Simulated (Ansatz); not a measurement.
Geometry optimisation, Ansatz, RKS B3LYP-D4/def2-SVPD.

Input:

```yaml
crystal:
  periodic: [false, false, false]
  atoms:
    - { symbol: B, position_ang: [-0.981173, 0.211605, -0.677885] }
    - { symbol: "N", position_ang: [0.908336, 0.458321, 1.435677] }
    - { symbol: C, position_ang: [-0.254152, -0.832831, -1.233414] }
    - { symbol: H, position_ang: [0.49551, -0.347396, 0.969328] }
    - { symbol: H, position_ang: [-1.714167, 1.059194, -0.306267] }
    - { symbol: H, position_ang: [1.226084, 1.141243, 0.7561] }
    - { symbol: H, position_ang: [0.245155, 0.878675, 2.078023] }
    - { symbol: H, position_ang: [-0.691135, -1.441009, -2.036852] }
    - { symbol: H, position_ang: [0.765642, -1.127901, -0.984711] }
basis:
  gaussian: { orbitals: def2-SVPD }
hamiltonian:
  xc: b3lyp
  dispersion: d4
relax:
  f_tol: 0.03
  max_steps: 50
output:
  orbitals: {}
```

Run as:

```bash
$ ansatz run input.yaml --threads 2 --pin off --max-ram 3072MiB --backend cpu --events-out ev --progress --plain --runs-dir out
```

Question: Where does it end, and by what steps?

Answer: It converged. After 24 steps the energy has fallen by 1.333 eV; H7 moved furthest, 1.06 Å. Joined: B1–N2 (2.85 → 1.61 Å).

```json
{"step": "0", "energy less start (eV)": "0.0000", "largest force component (eV/Å)": "0.210", "accepted": "yes"}
{"step": "1", "energy less start (eV)": "-0.0111", "largest force component (eV/Å)": "0.636", "accepted": "yes"}
{"step": "2", "energy less start (eV)": "-0.0011", "largest force component (eV/Å)": "0.838", "accepted": "no"}
{"step": "3", "energy less start (eV)": "-0.0347", "largest force component (eV/Å)": "0.369", "accepted": "yes"}
{"step": "4", "energy less start (eV)": "-0.0547", "largest force component (eV/Å)": "0.246", "accepted": "yes"}
{"step": "5", "energy less start (eV)": "-0.0693", "largest force component (eV/Å)": "0.399", "accepted": "yes"}
{"step": "6", "energy less start (eV)": "-0.0724", "largest force component (eV/Å)": "0.408", "accepted": "yes"}
{"step": "7", "energy less start (eV)": "-0.0880", "largest force component (eV/Å)": "0.400", "accepted": "yes"}
{"step": "8", "energy less start (eV)": "-0.2870", "largest force component (eV/Å)": "1.399", "accepted": "yes"}
{"step": "9", "energy less start (eV)": "-0.7795", "largest force component (eV/Å)": "1.621", "accepted": "yes"}
{"step": "10", "energy less start (eV)": "-0.9924", "largest force component (eV/Å)": "3.064", "accepted": "yes"}
{"step": "11", "energy less start (eV)": "-1.1565", "largest force component (eV/Å)": "1.002", "accepted": "yes"}
{"step": "12", "energy less start (eV)": "-1.2542", "largest force component (eV/Å)": "0.358", "accepted": "yes"}
{"step": "13", "energy less start (eV)": "-1.2541", "largest force component (eV/Å)": "0.412", "accepted": "no"}
{"step": "14", "energy less start (eV)": "-1.2626", "largest force component (eV/Å)": "0.164", "accepted": "yes"}
{"step": "15", "energy less start (eV)": "-1.2751", "largest force component (eV/Å)": "0.081", "accepted": "yes"}
{"step": "16", "energy less start (eV)": "-1.2788", "largest force component (eV/Å)": "0.496", "accepted": "yes"}
{"step": "17", "energy less start (eV)": "-1.3184", "largest force component (eV/Å)": "0.089", "accepted": "yes"}
{"step": "18", "energy less start (eV)": "-1.3114", "largest force component (eV/Å)": "0.470", "accepted": "no"}
{"step": "19", "energy less start (eV)": "-1.3261", "largest force component (eV/Å)": "0.070", "accepted": "yes"}
{"step": "20", "energy less start (eV)": "-1.3259", "largest force component (eV/Å)": "0.240", "accepted": "no"}
{"step": "21", "energy less start (eV)": "-1.3299", "largest force component (eV/Å)": "0.042", "accepted": "yes"}
{"step": "22", "energy less start (eV)": "-1.3320", "largest force component (eV/Å)": "0.033", "accepted": "yes"}
{"step": "23", "energy less start (eV)": "-1.3316", "largest force component (eV/Å)": "0.097", "accepted": "no"}
{"step": "24", "energy less start (eV)": "-1.3327", "largest force component (eV/Å)": "0.008", "accepted": "yes"}
```

```xyz
9
Properties=species:S:1:pos:R:3
B -0.663 0.052 -0.146
N 0.401 0.433 1.007
C -0.125 -0.623 -1.282
H 0.193 -0.033 1.893
H -1.769 0.416 0.167
H 1.330 0.136 0.699
H 0.430 1.438 1.192
H -0.733 -0.939 -2.132
H 0.937 -0.878 -1.396
```

Whether the end is a true minimum wasn't checked by a vibrational analysis.

Time of the run: 43 s on 2 threads of Intel(R) Xeon(R) Platinum 8488C (Sapphire Rapids), on a shared host, peak memory 0.2 GiB.
